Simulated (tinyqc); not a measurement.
Worked calculation: coupled-perturbed Hartree-Fock on RHF in the sto-3g basis, for H3O+, spin multiplicity 1. One step of it, computed by the program tinyqc.

Problem. Coupled step 1. U_ai = -(mu_ai + sum_bj [4 (ai|bj) - (ab|ij) - (aj|bi)] U_bj) / (e_a - e_i); alpha = -4 sum U_ai mu_ai.

uncoupled U, order a6, a7, a8:
$$\begin{pmatrix}
0.000000 & 0.000000 & 0.000000 & 0.703732 & 0.000000 \\
-0.002477 & 0.057690 & -0.413312 & 0.000000 & -0.050229 \\
0.000000 & 0.000000 & 0.000000 & 0.412575 & 0.000000
\end{pmatrix}$$

dipole integrals <a|y|i> (bohr), order a6, a7, a8:
$$\begin{pmatrix}
0.000000 & 0.000000 & 0.000000 & -0.757103 & 0.000000 \\
0.052156 & -0.112946 & 0.536029 & 0.000000 & 0.055952 \\
0.000000 & 0.000000 & 0.000000 & -0.535155 & 0.000000
\end{pmatrix}$$

orbital energies (hartree): MO1 -20.803563, MO2 -1.705784, MO3 -1.044874, MO4 -1.044818, MO5 -0.861900, MO6 0.031022, MO7 0.252037, MO8 0.252292

Two-electron integrals over orbitals (pq|rs), unique and non-zero (hartree):
```
(11|11) 4.744435    (21|11) -0.431290   (21|21) 0.061845    (22|11) 1.024587
(22|21) -0.016096   (22|22) 0.717450    (31|11) 0.000134    (31|21) -0.000016
(31|22) 0.000017    (31|31) 0.013738    (32|11) -0.000053   (32|21) 0.000009
(32|22) 0.000062    (32|31) 0.020897    (32|32) 0.137076    (33|11) 0.852043
(33|21) -0.006516   (33|22) 0.649001    (33|31) 0.002381    (33|32) 0.034764
(33|33) 0.653512    (41|41) 0.013737    (42|41) 0.020894    (42|42) 0.137036
(43|41) -0.002395   (43|42) -0.034834   (43|43) 0.042005    (44|11) 0.851980
(44|21) -0.006517   (44|22) 0.648923    (44|31) -0.002386   (44|32) -0.034819
(44|33) 0.569526    (44|44) 0.653465    (51|11) -0.017695   (51|21) 0.002077
(51|22) -0.002027   (51|31) -9.73e-07   (51|32) 4.15e-08    (51|33) -0.000580
(51|44) -0.000580   (51|51) 0.026075    (52|11) 0.009708    (52|21) -0.001100
(52|22) -0.002670   (52|31) 1.00e-07    (52|32) 2.52e-08    (52|33) 0.000803
(52|44) 0.000801    (52|51) 0.033513    (52|52) 0.152513    (53|11) -0.000012
(53|21) 6.46e-07    (53|22) -3.72e-06   (53|31) 0.000544    (53|32) 0.000395
(53|33) -0.000973   (53|44) 0.000966    (53|51) -0.000010   (53|52) -0.000035
(53|53) 0.032357    (54|41) 0.000544    (54|42) 0.000392    (54|43) 0.000970
(54|54) 0.032354    (55|11) 1.114541    (55|21) -0.012038   (55|22) 0.757111
(55|31) 3.77e-06    (55|32) -0.000027   (55|33) 0.652919    (55|44) 0.652876
(55|51) 0.002151    (55|52) 0.014620    (55|53) -0.000011   (55|55) 0.879808
(61|11) -0.287316   (61|21) 0.041564    (61|22) -0.010812   (61|31) -0.000030
(61|32) -0.000023   (61|33) -0.004477   (61|44) -0.004472   (61|51) 0.000186
(61|52) -0.002229   (61|53) 9.13e-08    (61|55) -0.007746   (61|61) 0.028006
(62|11) 0.323256    (62|21) -0.010795   (62|22) 0.133655    (62|31) -0.000014
(62|32) -0.000088   (62|33) 0.093179    (62|44) 0.093149    (62|51) -0.002260
(62|52) -0.004608   (62|53) -4.12e-06   (62|55) 0.167871    (62|61) -0.006963
(62|62) 0.070190    (63|11) -0.000564   (63|21) 0.000013    (63|22) -0.000277
(63|31) 0.006369    (63|32) -0.014075   (63|33) -0.028034   (63|44) 0.027633
(63|51) 3.41e-07    (63|52) -0.000007   (63|53) 0.001376    (63|55) -0.000310
(63|61) -1.39e-07   (63|62) -0.000162   (63|63) 0.057379    (64|41) 0.006360
(64|42) -0.014180   (64|43) 0.027854    (64|54) 0.001382    (64|64) 0.057551
(65|11) -0.021585   (65|21) -0.000134   (65|22) -0.013247   (65|31) -1.34e-06
(65|32) -0.000008   (65|33) -0.007250   (65|44) -0.007241   (65|51) 0.019234
(65|52) 0.071134    (65|53) -0.000050   (65|55) -0.009975   (65|61) -0.000977
(65|62) -0.009111   (65|63) 0.000015    (65|65) 0.039007    (66|11) 0.619069
(66|21) -0.007417   (66|22) 0.494188    (66|31) -0.000027   (66|32) -0.000249
(66|33) 0.484889    (66|44) 0.485128    (66|51) -0.002709   (66|52) -0.009704
(66|53) 0.000009    (66|55) 0.496116    (66|61) -0.004727   (66|62) 0.033588
(66|63) 0.000098    (66|65) -0.006976   (66|66) 0.446113    (71|41) 0.015765
(71|42) 0.022714    (71|43) -0.002338   (71|54) 0.000630    (71|64) 0.006966
(71|71) 0.018124    (72|41) 0.015198    (72|42) 0.053690    (72|43) 0.010239
(72|54) 0.002752    (72|64) 0.036723    (72|71) 0.016676    (72|72) 0.055079
(73|41) 0.002700    (73|42) 0.038080    (73|43) -0.005750   (73|54) -0.001070
(73|64) -0.027699   (73|71) 0.003205    (73|72) 0.000323    (73|73) 0.033819
(74|11) 0.373915    (74|21) -0.007161   (74|22) 0.171659    (74|31) 0.002707
(74|32) 0.038079    (74|33) 0.133215    (74|44) 0.121717    (74|51) 0.000077
(74|52) 0.005690    (74|53) -0.001072   (74|55) 0.196540    (74|61) -0.004703
(74|62) 0.085631    (74|63) -0.027771   (74|65) -0.005369   (74|66) 0.037655
(74|74) 0.148028    (75|41) 0.000939    (75|42) 0.005954    (75|43) -0.002028
(75|54) 0.023274    (75|64) -0.002643   (75|71) 0.001063    (75|72) 0.001857
(75|73) 0.002285    (75|75) 0.020627    (76|41) 0.012846    (76|42) 0.101307
(76|43) -0.045626   (76|54) -0.002501   (76|64) -0.055919   (76|71) 0.014343
(76|72) 0.007485    (76|73) 0.051759    (76|75) 0.005228    (76|76) 0.127355
(77|11) 0.786175    (77|21) -0.008174   (77|22) 0.574516    (77|31) -0.000457
(77|32) -0.030182   (77|33) 0.514320    (77|44) 0.589386    (77|51) -0.000392
(77|52) 0.000763    (77|53) 0.001821    (77|55) 0.578206    (77|61) -0.005246
(77|62) 0.068693    (77|63) 0.043651    (77|65) -0.004495   (77|66) 0.471771
(77|74) 0.071516    (77|77) 0.571931    (81|11) 0.000440    (81|21) -0.000068
(81|22) 3.66e-06    (81|31) -0.015766   (81|32) -0.022717   (81|33) -0.002314
(81|44) 0.002337    (81|51) -1.01e-06   (81|52) 2.27e-06    (81|53) -0.000630
(81|55) 0.000011    (81|61) -0.000023   (81|62) 0.000029    (81|63) -0.006976
(81|65) 2.28e-06    (81|66) 0.000040    (81|74) -0.003203   (81|77) 0.000451
(81|81) 0.018125    (82|11) -0.000565   (82|21) 0.000014    (82|22) -0.000258
(82|31) -0.015196   (82|32) -0.053654   (82|33) 0.010139    (82|44) -0.010436
(82|51) 2.53e-06    (82|52) 1.60e-06    (82|53) -0.002752   (82|55) -0.000285
(82|61) 0.000030    (82|62) -0.000059   (82|63) -0.036741   (82|65) 0.000014
(82|66) -0.000056   (82|74) -0.000464   (82|77) -0.020247   (82|81) 0.016674
(82|82) 0.055078    (83|11) -0.373873   (83|21) 0.007163    (83|22) -0.171575
(83|31) 0.002701    (83|32) 0.038182    (83|33) -0.121668   (83|44) -0.133212
(83|51) -0.000077   (83|52) -0.005689   (83|53) -0.001064   (83|55) -0.196500
(83|61) 0.004696    (83|62) -0.085639   (83|63) -0.027496   (83|65) 0.005360
(83|66) -0.037914   (83|74) -0.082312   (83|77) -0.106231   (83|81) -0.003216
(83|82) -0.000148   (83|83) 0.148099    (84|41) -0.002717   (84|42) -0.038104
(84|43) 0.005725    (84|54) 0.001067    (84|64) 0.027623    (84|71) -0.003224
(84|72) -0.000392   (84|73) -0.031813   (84|75) -0.002284   (84|76) -0.051715
(84|84) 0.033765    (85|11) 0.000013    (85|21) 2.66e-07    (85|22) 0.000007
(85|31) -0.000939   (85|32) -0.005953   (85|33) -0.002018   (85|44) 0.002029
(85|51) -0.000029   (85|52) -0.000110   (85|53) -0.023273   (85|55) 1.92e-06
(85|61) 2.85e-06    (85|62) 0.000012    (85|63) 0.002633    (85|65) -0.000032
(85|66) 0.000022    (85|74) -0.002282   (85|77) 0.002320    (85|81) 0.001063
(85|82) 0.001856    (85|83) -0.002292   (85|85) 0.020625    (86|11) 0.000089
(86|21) -1.12e-06   (86|22) -0.000010   (86|31) -0.012845   (86|32) -0.101239
(86|33) -0.045423   (86|44) 0.045542    (86|51) 2.93e-06    (86|52) 0.000011
(86|53) 0.002491    (86|55) 0.000039    (86|61) 0.000017    (86|62) 0.000042
(86|63) 0.055631    (86|65) 0.000014    (86|66) 0.000359    (86|74) -0.051675
(86|77) 0.061304    (86|81) 0.014341    (86|82) 0.007503    (86|83) -0.051840
(86|85) 0.005217    (86|86) 0.126988    (87|41) 0.000442    (87|42) 0.030038
(87|43) -0.037495   (87|54) -0.001823   (87|64) -0.043785   (87|71) 0.000423
(87|72) -0.020123   (87|73) 0.017280    (87|75) 0.002313    (87|76) 0.061247
(87|84) -0.017228   (87|87) 0.048165    (88|11) 0.786233    (88|21) -0.008174
(88|22) 0.574593    (88|31) 0.000500    (88|32) 0.030465    (88|33) 0.589559
(88|44) 0.514209    (88|51) -0.000392   (88|52) 0.000764    (88|53) -0.001831
(88|55) 0.578250    (88|61) -0.005248   (88|62) 0.068734    (88|63) -0.044071
(88|65) -0.004506   (88|66) 0.471446    (88|74) 0.106351    (88|77) 0.475174
(88|81) -0.000477   (88|82) 0.019977    (88|83) -0.071306   (88|85) -0.002330
(88|86) -0.061568   (88|88) 0.572305
```

Give: U after step 1; polarisability.

Solution.

U after step 1, order a6, a7, a8:
$$\begin{pmatrix}
0.000 & 0.000 & 0.000 & 0.882 & 0.000 \\
-0.003 & 0.097 & -0.523 & 0.000 & -0.068 \\
0.000 & 0.000 & 0.000 & 0.522 & 0.000
\end{pmatrix}$$

polarisability = 4.970 bohr^3
